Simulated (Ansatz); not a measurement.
Born–Oppenheimer molecular dynamics of BH₅N₂ (8 atoms, charge 0, multiplicity 1). It starts at the highest image of a converged band. Of that band: The profile has 2 maxima (images 3, 7) with wells between them (image 5): this band takes more than one step, which may be the mechanism or a detour left from its start path. Neighbouring images differ by up to 2.2 eV, so the band resolves the path poorly. A vibrational analysis at the climbing image gives one clearly imaginary mode, 145i cm⁻¹: a first-order saddle point.

All numbers below come from RKS PBE-D4/def2-SVP in Ansatz 0.2.0.

* ensemble: NVE (velocity Verlet)
* time step: 0.5 fs
* steps asked: 200
* starting velocities drawn for: 300 K
* seed: 9959

Frames 2.5 fs apart, positions in Å, forces in eV/Å.

Velocities at 20 fs (Å/ps):

```
B -0.11 -0.70 -1.00
H 7.89 -12.26 1.62
N -5.22 2.02 0.65
H -6.00 -6.78 1.34
H 10.52 -9.40 -28.36
N 3.18 0.48 1.08
H 14.15 -4.80 7.98
H 2.93 6.03 4.07
```

```xyz
8
Properties=species:S:1:pos:R:3:forces:R:3 time_fs=20 energy_less_start_eV=0.115 T=153
B -0.683 -0.829 0.225 0.92 -1.66 1.56
H 1.339 0.302 0.994 -0.39 -0.02 0.55
N 1.981 0.065 0.247 0.54 0.28 -0.71
H 1.826 -0.925 0.005 -0.15 0.22 -0.01
H 1.762 0.677 -0.560 0.10 -0.43 0.21
N -1.263 0.028 -0.623 0.25 1.70 -1.20
H -2.217 -0.119 -0.910 -0.82 0.09 -0.35
H -0.735 0.815 -1.032 -0.45 -0.17 -0.05
8
Properties=species:S:1:pos:R:3:forces:R:3 time_fs=22.5 energy_less_start_eV=0.114 T=154
B -0.680 -0.836 0.227 0.84 -1.47 1.37
H 1.343 0.275 1.017 -0.45 0.31 0.25
N 1.969 0.070 0.246 0.58 -0.38 -1.21
H 1.809 -0.930 0.010 0.03 0.48 0.12
H 1.790 0.638 -0.614 -0.09 -0.37 0.88
N -1.254 0.033 -0.623 0.05 1.26 -0.94
H -2.212 -0.129 -0.903 -0.65 0.13 -0.32
H -0.742 0.824 -1.023 -0.31 0.04 -0.15
8
Properties=species:S:1:pos:R:3:forces:R:3 time_fs=25 energy_less_start_eV=0.110 T=159
B -0.673 -0.850 0.236 0.38 -0.72 0.65
H 1.323 0.266 1.049 0.31 0.28 -0.92
N 1.960 0.073 0.241 0.13 -0.59 0.93
H 1.792 -0.912 0.021 0.05 -0.28 0.06
H 1.812 0.582 -0.624 -0.45 0.60 -0.04
N -1.246 0.043 -0.626 -1.26 -0.12 -0.47
H -2.239 -0.130 -0.913 0.81 0.33 0.14
H -0.766 0.839 -1.024 0.03 0.50 -0.36
8
Properties=species:S:1:pos:R:3:forces:R:3 time_fs=27.5 energy_less_start_eV=0.088 T=187
B -0.665 -0.868 0.249 -0.10 0.19 -0.21
H 1.317 0.273 1.034 0.10 0.41 -0.62
N 1.951 0.074 0.239 0.36 -0.68 0.94
H 1.779 -0.908 0.036 0.08 -0.55 0.03
H 1.809 0.558 -0.633 -0.51 0.81 -0.30
N -1.242 0.053 -0.632 -0.26 -0.32 0.07
H -2.227 -0.113 -0.917 0.46 0.19 0.10
H -0.791 0.877 -1.043 -0.13 -0.06 -0.01
8
Properties=species:S:1:pos:R:3:forces:R:3 time_fs=30 energy_less_start_eV=0.092 T=183
B -0.656 -0.886 0.261 -0.44 0.89 -0.86
H 1.313 0.306 0.988 -0.69 0.55 0.53
N 1.944 0.073 0.240 0.77 -0.72 -1.27
H 1.771 -0.932 0.053 0.12 0.24 0.09
H 1.778 0.577 -0.653 -0.19 -0.08 0.72
N -1.238 0.061 -0.637 1.49 -0.20 0.71
H -2.194 -0.087 -0.916 -0.93 -0.16 -0.22
H -0.824 0.912 -1.063 -0.14 -0.52 0.30
8
Properties=species:S:1:pos:R:3:forces:R:3 time_fs=32.5 energy_less_start_eV=0.087 T=188
B -0.650 -0.898 0.268 -0.64 1.24 -1.20
H 1.277 0.367 0.963 0.02 -0.05 0.06
N 1.940 0.068 0.237 -0.02 0.01 -0.51
H 1.768 -0.944 0.075 -0.02 0.44 0.06
H 1.734 0.594 -0.637 0.04 -0.40 0.46
N -1.230 0.069 -0.640 0.53 -1.03 0.93
H -2.204 -0.068 -0.925 -0.20 -0.20 0.10
H -0.862 0.922 -1.069 0.30 -0.01 0.10
8
Properties=species:S:1:pos:R:3:forces:R:3 time_fs=35 energy_less_start_eV=0.161 T=94
B -0.647 -0.904 0.268 -0.67 1.28 -1.24
H 1.242 0.426 0.943 0.83 -0.73 -0.37
N 1.936 0.064 0.233 -0.57 1.01 1.30
H 1.765 -0.935 0.100 -0.25 -0.22 -0.06
H 1.692 0.591 -0.598 0.03 -0.06 -0.79
N -1.219 0.072 -0.638 -0.78 -1.44 0.72
H -2.224 -0.061 -0.928 0.90 -0.14 0.46
H -0.884 0.929 -1.067 0.51 0.28 -0.02
8
Properties=species:S:1:pos:R:3:forces:R:3 time_fs=37.5 energy_less_start_eV=0.134 T=128
B -0.648 -0.902 0.262 -0.50 1.04 -1.01
H 1.250 0.446 0.908 0.26 -0.48 0.48
N 1.930 0.063 0.232 -0.13 1.01 0.45
H 1.748 -0.935 0.122 -0.27 -0.26 -0.08
H 1.652 0.581 -0.600 0.20 -0.26 -0.76
N -1.210 0.069 -0.634 0.01 -0.47 0.40
H -2.200 -0.062 -0.907 0.19 -0.21 0.23
H -0.878 0.948 -1.064 0.25 -0.37 0.30
8
Properties=species:S:1:pos:R:3:forces:R:3 time_fs=40 energy_less_start_eV=0.098 T=175
B -0.652 -0.895 0.250 -0.16 0.53 -0.53
H 1.271 0.439 0.900 -0.56 0.13 1.18
N 1.923 0.067 0.234 0.27 0.14 -1.38
H 1.715 -0.947 0.140 -0.07 0.39 0.01
H 1.624 0.555 -0.642 0.43 -0.65 0.28
N -1.202 0.065 -0.627 0.99 0.20 0.31
H -2.168 -0.076 -0.872 -1.00 -0.26 -0.17
H -0.856 0.948 -1.045 0.09 -0.49 0.31
8
Properties=species:S:1:pos:R:3:forces:R:3 time_fs=42.5 energy_less_start_eV=0.026 T=267
B -0.657 -0.886 0.236 0.25 -0.22 0.16
H 1.268 0.435 0.952 0.25 -0.09 -0.11
N 1.917 0.071 0.230 -0.41 -0.01 -0.30
H 1.678 -0.940 0.159 0.08 0.31 0.09
H 1.620 0.494 -0.673 0.18 -0.19 0.39
N -1.190 0.060 -0.620 -0.60 -0.16 -0.07
H -2.183 -0.103 -0.845 0.04 0.06 -0.03
H -0.827 0.923 -1.010 0.21 0.31 -0.13
8
Properties=species:S:1:pos:R:3:forces:R:3 time_fs=45 energy_less_start_eV=0.108 T=163
B -0.660 -0.877 0.222 0.68 -1.03 0.89
H 1.277 0.427 1.000 0.64 -0.06 -1.03
N 1.910 0.075 0.226 -0.38 -0.15 1.27
H 1.646 -0.917 0.182 0.14 -0.37 0.14
H 1.625 0.424 -0.684 -0.29 0.59 -0.32
N -1.181 0.056 -0.613 -1.68 0.26 -0.74
H -2.197 -0.127 -0.820 0.85 0.37 0.03
H -0.787 0.913 -0.981 0.04 0.39 -0.23
8
Properties=species:S:1:pos:R:3:forces:R:3 time_fs=47.5 energy_less_start_eV=0.148 T=110
B -0.660 -0.874 0.213 0.98 -1.50 1.30
H 1.319 0.420 0.995 -0.23 0.64 -0.17
N 1.901 0.079 0.225 0.34 -0.87 0.00
H 1.623 -0.914 0.214 0.27 -0.37 0.10
H 1.616 0.384 -0.709 -0.25 0.61 0.11
N -1.178 0.053 -0.609 -0.47 1.49 -1.10
H -2.170 -0.130 -0.795 -0.19 0.33 -0.28
H -0.747 0.922 -0.964 -0.45 -0.33 0.04
```

Of the whole run (100 fs, mean temperature of the second half 187 K): The conserved energy stayed within 0.2 meV per atom of its start (net change 0.12 meV per atom), so the integration is sound. A run of 0.1 ps of so small a system gives no equilibrium averages. The orbitals stay closed-shell, which can raise the energy where a bond breaks towards radicals; this wasn't checked here.

The run took 2.4 min on 2 threads of Arm Neoverse V1, on a shared host, peak memory 0.11 GiB.
